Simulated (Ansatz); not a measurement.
`N=C(F)C=O`, relaxed with RKS PBE0-D4/def2-TZVP in Ansatz 0.2.0 from a PBE-D4/def2-SVP geometry. The force threshold is 0.005 eV/Å; the program also tests the step.

Total charge 0; spin multiplicity 1.

Start:

```xyz
7

N     0.892    0.060   -1.113
C     0.145   -0.343   -0.173
F    -0.084   -1.632    0.142
C    -0.586    0.637    0.714
O    -1.305    0.301    1.629
H     1.320   -0.730   -1.625
H    -0.381    1.706    0.425
```

| step | energy (eV) | largest force (eV/Å) | largest move (Å) |
| --- | --- | --- | --- |
| 1 | -8353.9577 | 1.452 | 0.000 |
| 2 | -8354.0021 | 0.259 | 0.022 |
| 3 | -8354.0047 | 0.120 | 0.008 |
| 4 | -8354.0052 | 0.064 | 0.006 |
| 5 | -8354.0053 | 0.052 | 0.004 |
| 6 | -8354.0053 | 0.006 | 0.002 |
| 7 | -8354.0053 | 0.002 | 0.000 |

End:

```xyz
7

N     0.879    0.051   -1.099
C     0.144   -0.344   -0.170
F    -0.078   -1.617    0.141
C    -0.580    0.635    0.707
O    -1.293    0.306    1.607
H     1.307   -0.717   -1.614
H    -0.379    1.685    0.429
```

Hardware: 2 threads of an Arm Neoverse V1 on a shared host. Wall time 26 s, peak host memory 0.31 GiB.
